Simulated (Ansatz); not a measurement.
Reaction (SMILES): C=[C]F → 2 C atom + F atom + 2 H atom
B3LYP-D3(BJ)/def2-TZVP geometries, fixed; electronic energies without zero-point terms.

Basis-set convergence of the atomisation energy at PBE with Ansatz (a quantum-chemistry and plane-wave program). All functions are spherical. The program fits the integrals of some runs and decomposes those of others, by size. Open shells are unrestricted. No added dispersion term, no relativity. Functions are those of the species that has most. Reference: the value in aug-pcseg-3, 476.40 kcal/mol, itself unsure by roughly 0.22 kcal/mol (its mean distance from aug-cc-pVQZ, cc-pV5Z, def2-QZVPPD). Deviations are taken from unrounded values.

```
basis        functions  atomisation energy (kcal/mol)  minus reference (kcal/mol)
-----------  ---------  -----------------------------  --------------------------
pcseg-0             31                         457.67                      -18.72
pcseg-1             52                         470.73                       -5.67
aug-pcseg-1         87                         471.42                       -4.98
pcseg-2            118                         476.31                       -0.09
aug-pcseg-2        184                         476.47                        0.07
pcseg-3            246                         476.38                       -0.02
aug-pcseg-3        353                         476.40                        0.00
```

The smallest set listed that lies within 1 kcal/mol of the reference with all its larger relatives (same family, alike in diffuse functions; a set with none counts only in the reference's own line) is pcseg-2 (118 functions, -0.09 kcal/mol off).
